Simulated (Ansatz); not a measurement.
# Mg₂+ (quartet): from Hartree-Fock to the top rungs, def2-TZVPP

The task here is to estimate one member of a computed series from the others.

The runs use Ansatz 0.2.0, Gaussian basis; def2-TZVPP, core rule «outside noble gas», up to 10 orbitals frozen.

The runs, in order: UHF; ROHF; CCSD(T) on UHF.

## The geometry

The geometry is a PBE0/def2-TZVP stationary point (not a proven minimum) of the parent state, kept for this charge and spin.

2 atoms, charge 1, spin multiplicity 4.

Atoms are counted from 1 here; the program's logs count them from 0.

No contacts short enough for the rule that draws bonds.

Coordinates:

```xyz
2
charge 1, multiplicity 4
Mg    0.0000    0.0000    0.0000
Mg    0.0000    0.0000    3.0420
```

Set-up of the first run:

in.yaml reads:

```yaml
crystal:
  periodic: [false, false, false]
  atoms:
    - {symbol: Mg, position_ang: [0.000000, 0.000000, 0.000000]}
    - {symbol: Mg, position_ang: [0.000000, 0.000000, 3.042000]}
basis:
  gaussian: {orbitals: def2-TZVPP}
total_charge: 1
magnetization: {spin_polarized: true, initial_magnetization: 3}
hamiltonian: {xc: hf}
output: {orbitals: {seedname: orbitals}}
```

Run with:

```
$ ansatz run in.yaml --threads 1 --pin off --events-out ev --progress --plain --max-ram 4096MiB --backend cpu
```

Steps of the session up to this table: UHF; ROHF; CCSD(T) on UHF.

One table of the session follows, with a row left open; its other results are not shown here.

It belongs to the step «Misses and costs». 

```
  method  from UCCSD(T) (kJ/mol)
    ROHF                   +16.4
     UHF                   +16.0
    UMP2                       ?
   UCCSD                    +0.1
UCCSD(T)                       0
```

**Question.** Estimate the row for UMP2.

As computed: from UCCSD(T) (kJ/mol): +7.4. In the column «from UCCSD(T) (kJ/mol)» it lies between UCCSD (+0.1) and UHF (+16.0).
